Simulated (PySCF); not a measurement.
# CH2N2: the cost of one run

Programs: PySCF 2.14.0, with density-fitted response routines of our own. Each step states its level of theory. These are calculated values for one molecule in the gas phase, unless marked as measured. Atoms count from 0, in the outputs and in this text.

**1. Starting geometry**

5 atoms, charge 0, multiplicity 1; geometry from: MMFF94s.

Bonds of the start (Å): N0–C1 1.16, C1–N2 1.33, N2–H3 1.02, N2–H4 1.02.

**2. Relaxing the molecule at PBE0-D3(BJ)/def2-SVP**

What the job is given:

```
{"job": {"xc": "PBE0", "basis": "def2-SVP", "d3": "d3bj", "grid": 1, "kind": "geom"}, "charge": 0, "multiplicity": 1}
N      1.928526    -0.025511     0.016207
C      0.776050    -0.010323    -0.064620
N     -0.555520     0.007243    -0.136893
H     -1.063248     0.866602     0.091968
H     -1.085809    -0.838009     0.093338
```

Command:

```sh
$ OMP_NUM_THREADS=1 python probes_run.py task.json out
```

The driver reads the jobs from task.json and runs them one after another.

Q: Estimate the wall time and peak memory of this first job on 1 thread of Arm Neoverse V2, shared host.

About 4 s, with a peak of 0.25 GiB.
